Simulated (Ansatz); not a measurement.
Rock-salt SnTe (cubic form, which distorts at low temperature) was calculated with Hartree–Fock in Ansatz (PAW).

Settings: plane-wave cutoff 460 eV, 8×8×8 k mesh, Fermi–Dirac smearing 0.01 eV, scalar-relativistic PAW data made under PBE.

Energies at three volumes about the minimum:

| V (Å³/atom) | E − E_lowest (meV/atom) |
|---|---|
| 36.076 | 2.65 |
| 37.104 | 0.00 |
| 37.926 | 2.40 |

Problem. Fit a parabola by hand: where is the minimum, what lattice constant follows, and what is the bulk modulus?

Solution. Slopes: (0.00 − 2.65)/(37.104 − 36.076) = -2.578 and (2.40 − 0.00)/(37.926 − 37.104) = 2.920 meV/Å³. Curvature E″ = 2 × (2.920 − (-2.578))/(37.926 − 36.076) = 5.944 meV/Å⁶. From the middle of the first interval, the slope vanishes at V0 = 36.5900 − (-2.578)/5.944 = 37.024 Å³/atom. B = V0 E″ = 37.024 × 5.944 meV/Å³ × 0.1602 GPa per meV/Å³ = 35.3 GPa. With 8 atoms in the cube, a = (8 × 37.024)^(1/3) = 6.666 Å. The full Birch–Murnaghan fit to all volumes gives V0 = 37.004 Å³/atom and B0 = 35.3 GPa.

Measured, for comparison: bulk modulus 37.8 GPa (temperature not stated, no zero-point or thermal correction; as tabulated in Toher et al. (2017), arXiv:1611.05714); lattice constant a 6.316 Å (room temperature, no zero-point or thermal correction; as tabulated in Maiti et al. (2022), arXiv:2109.01420). Computed (rounded) less measured: bulk modulus -7 %.

Note: the cell is over a tenth larger than the published one: the level's own overestimate first of all, though another phase or state, or a fault of the published cell, is possible; symmetry holds this phase in the static calculation, where it need not be a minimum.

Ansatz is a first-principles code.
